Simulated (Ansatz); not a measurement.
# CHAlO: the cost of one run

Program: Ansatz 0.2.0, Gaussian basis. Level of theory: the settings change from run to run. These are calculated values, not measurements.

24 further runs of the same task are left out: 5 that didn't finish, 19 set aside as unsound or not needed. Runs told in other sessions of the task aren't counted.

### 1 What is computed

The geometry is a PBE0/def2-TZVP stationary point (not a proven minimum) with its atoms shifted at random (size 0.100 Å).

4 atoms, charge 0, spin multiplicity 3.

Atoms are counted from 1 here; the program's logs count them from 0.

Bond lengths: Al1–C2 1.929 Å, C2–O3 1.322 Å, O3–H4 0.915 Å. Angles: Al1–C2–O3 164.0°, C2–O3–H4 112.1°.

As a file:

```xyz
4

Al    0.06457   -0.13887    2.21094
C    -0.10034   -0.04356    0.29140
O    -0.02368   -0.29207   -1.00443
H     0.05945    0.47449   -1.49791
```

### 2 CCSDT(Q)/6-31G

Input file in.yaml:

```yaml
crystal:
  periodic: [false, false, false]
  atoms:
    - {symbol: Al, position_ang: [0.064569, -0.138866, 2.210941]}
    - {symbol: C, position_ang: [-0.100338, -0.043555, 0.291399]}
    - {symbol: O, position_ang: [-0.023682, -0.292072, -1.004429]}
    - {symbol: H, position_ang: [0.059451, 0.474493, -1.497911]}
basis:
  gaussian: {orbitals: 6-31G}
magnetization: {spin_polarized: false, initial_magnetization: 2}
hamiltonian: {xc: {name: r2SCAN}}
correlation: {method: ccsdt_q, electrons: outside_noble_gas}
accuracy: high
```

On the command line:

```console
$ ansatz run in.yaml --threads 1 --pin off --events-out ev --progress --plain --max-ram 2393MiB
```

Q: Estimate wall time and peak memory on 1 thread of AMD EPYC 9R45, shared host.

About 12 s, with a peak of 0.42 GiB.
